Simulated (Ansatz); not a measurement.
# BH5OSi: one species, many methods

One table from this session's results is given with a row withheld; the runs are named, their logs left out.

Computed with Ansatz 0.2.0, Gaussian basis. Level: functionals in def2-TZVPP, the program's frozen cores in correlated methods.

The runs, in order: LDA (SPW92), PBE-D4, revPBE-D4, BLYP-D4, r2SCAN-D4, B97M-V, PBE0-D4, B3LYP-D4, r2SCANh-D4, r2SCAN0-D4, HSE06-D4, BHLYP-D4, CAM-B3LYP-D4, LC-ωPBE, ωB97X-V, ωB97M-V, B2PLYP, PBE-QIDH; CCSD(T)/def2-SVP; CCSD(T)/def2-TZVPP; MP2/def2-QZVPP; extrapolation to the limit; RPA on PBE.

1 further run of the same task is left out (it didn't finish).

**The relaxed structure**

All runs share one geometry, relaxed beforehand with PBE0-D4 in a triple-zeta def2 set.

SMILES `BO[SiH3]`, 8 atoms, charge 0, spin multiplicity 1.

Atoms are counted from 1 here; the program's logs count them from 0.

Bond lengths: B1–O2 1.347 Å, B1–H4 1.204 Å, B1–H5 1.199 Å, O2–Si3 1.658 Å, Si3–H6 1.485 Å, Si3–H7 1.482 Å, Si3–H8 1.482 Å. Angles: O2–B1–H4 120.0°, O2–B1–H5 118.0°, H4–B1–H5 121.9°, B1–O2–Si3 132.3°, O2–Si3–H6 110.1°, O2–Si3–H7 107.9°, O2–Si3–H8 107.9°, H6–Si3–H7 110.4°, H6–Si3–H8 110.4°, H7–Si3–H8 110.0°.

As a file:

```xyz
8

B    -0.3697    0.8034   -1.2882
O     0.4374   -0.0358   -0.6117
Si    0.3696   -0.6521    0.9259
H    -1.3570    1.2461   -0.7599
H    -0.0717    1.0864   -2.4141
H    -0.8317   -0.1365    1.6310
H     1.6021   -0.2394    1.6375
H     0.3133   -2.1292    0.8236
```

Set-up of the first run:

Contents of in.yaml:

```yaml
crystal:
  periodic: [false, false, false]
  atoms:
    - {symbol: B, position_ang: [-0.369687, 0.803386, -1.288171]}
    - {symbol: O, position_ang: [0.437364, -0.035848, -0.611657]}
    - {symbol: Si, position_ang: [0.369563, -0.652062, 0.925937]}
    - {symbol: H, position_ang: [-1.356997, 1.246061, -0.759938]}
    - {symbol: H, position_ang: [-0.071709, 1.086387, -2.414060]}
    - {symbol: H, position_ang: [-0.831742, -0.136504, 1.630955]}
    - {symbol: H, position_ang: [1.602072, -0.239441, 1.637471]}
    - {symbol: H, position_ang: [0.313336, -2.129179, 0.823563]}
basis:
  gaussian: {orbitals: def2-TZVPP}
hamiltonian: {xc: lda}
output: {orbitals: {seedname: orbitals}}
```

On the command line:

```
$ ansatz run in.yaml --threads 4 --pin off --events-out ev --progress --plain --max-ram 10444MiB
```

Among the steps run: LDA; PBE-D4 (GGA); revPBE-D4 (GGA); BLYP-D4 (GGA); r2SCAN-D4 (meta-GGA); B97M-V (meta-GGA); B3LYP-D4 (hybrid); r2SCANh-D4 (hybrid); r2SCAN0-D4 (hybrid); HSE06-D4 (hybrid); BHLYP-D4 (hybrid); CAM-B3LYP-D4 (range-separated); LC-ωPBE (range-separated); ωB97X-V (range-separated); ωB97M-V (range-separated); B2PLYP (double hybrid); PBE-QIDH (double hybrid).

One of the session's tables, all rows but one given; the rest of the session is left out.

It belongs to the step «Orbital energies across the functionals». 

```
  functional  HOMO (eV)  gap (eV)
 LDA (SPW92)      -7.07      5.12
      PBE-D4      -7.03      5.35
   revPBE-D4      -7.00      5.42
     BLYP-D4      -6.97      5.42
   r2SCAN-D4          ?         ?
      B97M-V      -7.50      6.06
     PBE0-D4      -8.49      7.84
    B3LYP-D4      -8.30      7.39
  r2SCANh-D4      -7.89      6.99
  r2SCAN0-D4      -8.71      8.32
    HSE06-D4      -8.08      7.05
    BHLYP-D4      -9.93     10.27
CAM-B3LYP-D4      -9.97     10.37
     LC-ωPBE     -11.31     12.95
     ωB97X-V     -10.98     12.51
     ωB97M-V     -10.86     12.08
```

Q: Estimate the row for r2SCAN-D4 from the others.

Worked estimate for «HOMO (eV)». Against the share of exact exchange, r2SCANh-D4 (0.1, -7.89), r2SCAN0-D4 (0.25, -8.71) give a slope of -5.47 per unit share; at 0 the line stands at -7.34.

The run gave: HOMO (eV): -7.35; gap (eV): 6.09. In «HOMO (eV)» the line misses by +0.01.
